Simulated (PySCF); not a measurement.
**1,1-dichloroethane (CC(Cl)Cl, C$_{2}$H$_{4}$Cl$_{2}$)**

Geometry:
```tsv
atom	x (Å)	y (Å)	z (Å)
C1	-0.811	-0.026	-0.155
C2	0.637	0.035	0.248
Cl3	1.435	1.448	-0.477
Cl4	1.484	-1.458	-0.211
H5	-1.318	0.887	0.161
H6	-1.288	-0.884	0.323
H7	-0.899	-0.126	-1.236
H8	0.766	0.135	1.323
```

Level of theory: PySCF, TDDFT CAM-B3LYP/aug-cc-pVTZ excited states, vertical, gas phase. Geometry: PBE0-D3(BJ)/def2-TZVP.

Singlets 5 and 6 lie within 0.01 eV of each other, so their separate moments and overlaps can depend on how they mix.

(1) Give the one- and two-photon strengths of the lowest singlets.

## Answers

(1) δ for parallel linear polarisation; σ at the peak of a Lorentzian of half width 0.1 eV, single beam; Ω is circular over linear.
| state | E (eV) | f | photon λ (nm) | δ (au) | σ (GM) | Ω | main |
| --- | --- | --- | --- | --- | --- | --- | --- |
| S1 | 7.02 | 0.000 | 353 | 1.65 | 0.03 | 0.23 | HOMO−1→LUMO+3 0.53, HOMO−1→LUMO+1 0.16 |
| S2 | 7.04 | 0.013 | 352 | 0.16 | 0.00 | 1.50 | HOMO→LUMO+3 0.49, HOMO→LUMO+1 0.16 |
| S3 | 7.37 | 0.000 | 336 | 2.4 | 0.05 | 1.50 | HOMO−2→LUMO+3 0.44, HOMO−1→LUMO+5 0.18 |
| S4 | 7.58 | 0.005 | 327 | 4.47 | 0.09 | 1.38 | HOMO−3→LUMO+3 0.35, HOMO→LUMO+5 0.28 |
| S5 | 7.83 | 0.043 | 317 | 21.7 | 0.49 | 0.78 | HOMO−1→LUMO 0.73, HOMO−1→LUMO+3 0.10 |
| S6 | 7.83 | 0.032 | 317 | 9.9 | 0.22 | 1.50 | HOMO→LUMO 0.73, HOMO→LUMO+3 0.12 |

Among these, the strongest one-photon state is S5, the strongest two-photon state S5, with a dipole change of 6.0 D (relaxed, norm of the difference vector).
